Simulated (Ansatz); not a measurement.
[H···H···S], triplet: transfer scan

Starting geometry:

```xyz
3

H     0.0000    0.0000   -1.0457
H     0.0000    0.0000   -0.3007
S     0.0000    0.0000    1.3463
```

From there H2 is moved from one fragment to the other while all else, the fragments' distance too, stays fixed; atoms are numbered as listed. Energies are in kJ/mol, counted from the starting geometry at the same level.

Basis cc-pVTZ; Ansatz 0.2.0. Only valence electrons are correlated (noble-gas cores frozen). Prefix R: restricted or restricted open-shell reference; prefix U: unrestricted. Active spaces: valence = (8e, 6o) chosen from the atoms' valence shells.

Runs in a small pair space aren't shown, since their orbitals change along the scan.

Full CI isn't at hand for all of this; UCCSDT(Q) serves as the reference, and is uncertain by about the last step of the cluster series. The frozen core follows each run's orbitals, which can shift R against U totals by a few meV.

```
distance H1-H2 (Å)  UCCSDT(Q)  error RHF  error UHF  error UCCSD  error BCCD(T)  error MRCISD (valence space)  error MRCISD+Q (valence space)
             0.693        2.4       -7.3       -4.7         -0.7           -0.1                          -0.3                            -0.1
             0.745        0.0        0.0        0.0          0.0            0.0                           0.0                             0.0
             0.783        3.0        5.9        3.2          0.6            0.1                           0.2                             0.1
             0.821        8.4       11.9        5.9          1.1            0.1                           0.4                             0.1
             0.859       15.2       17.5        7.7          1.7            0.2                           0.5                             0.2
             0.898       22.7       21.4        8.5          2.1            0.2                           0.6                             0.3
             0.936       30.1       21.6        7.9          2.4            0.2                           0.6                             0.3
             0.974       37.3       17.8        6.2          2.6            0.2                           0.5                             0.4
             1.012       44.6       11.6        3.4          2.5            0.2                           0.3                             0.4
```

Errors are those of relative energies. In total energy the starting point itself misses UCCSDT(Q) by: RHF 539.3, UHF 517.1, UCCSD 19.0, BCCD(T) 2.9, MRCISD (valence space) 38.9, MRCISD+Q (valence space) 4.8 kJ/mol.

Spread of the error over the points with a reference, to 1.012 Å (largest less smallest): BCCD(T) 0.3, MRCISD+Q (valence space) 0.5, MRCISD (valence space) 0.9, UCCSD 3.3, UHF 13.1, RHF 28.9 kJ/mol.
